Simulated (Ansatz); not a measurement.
AlH6PSi (`[AlH2][SiH2]P`) at its PBE0-D4/def2-TZVP geometry, where that method's forces vanish. The species carries charge 0 and has multiplicity 1.

```csv
atom,x (Å),y (Å),z (Å)
Al1,0.863,0.355,1.784
Si2,0.473,0.069,-0.623
P3,-1.756,0.139,-1.038
H4,0.186,1.575,2.542
H5,1.769,-0.662,2.602
H6,1.112,-1.156,-1.183
H7,1.046,1.234,-1.361
H8,-1.668,-0.453,-2.327
H9,-2.025,-1.101,-0.397
```

(1) For each bond, give half the difference of the two atoms' forces along it (eV/Å; positive pushes the atoms apart) under PBE-D4, r2SCAN-D4, B3LYP-D4, ωB97M-V in def2-TZVPP. (An estimate is asked.)

Results:

(1) Computed: 
```tsv
bond	length (Å)	PBE-D4	r2SCAN-D4	B3LYP-D4	ωB97M-V
Al1–Si2	2.455	-0.09	0.00	0.06	0.05
Al1–H4	1.588	0.07	-0.02	-0.07	-0.10
Al1–H5	1.589	0.08	-0.02	-0.08	-0.11
Si2–P3	2.268	0.09	0.05	0.17	0.06
Si2–H6	1.491	0.08	-0.02	-0.09	-0.12
Si2–H7	1.494	0.12	-0.01	-0.09	-0.11
P3–H8	1.421	0.22	0.01	-0.06	-0.13
P3–H9	1.421	0.21	0.01	-0.05	-0.11
```

B3LYP here is the variant with VWN-RPA as its local correlation; programs differ in this.
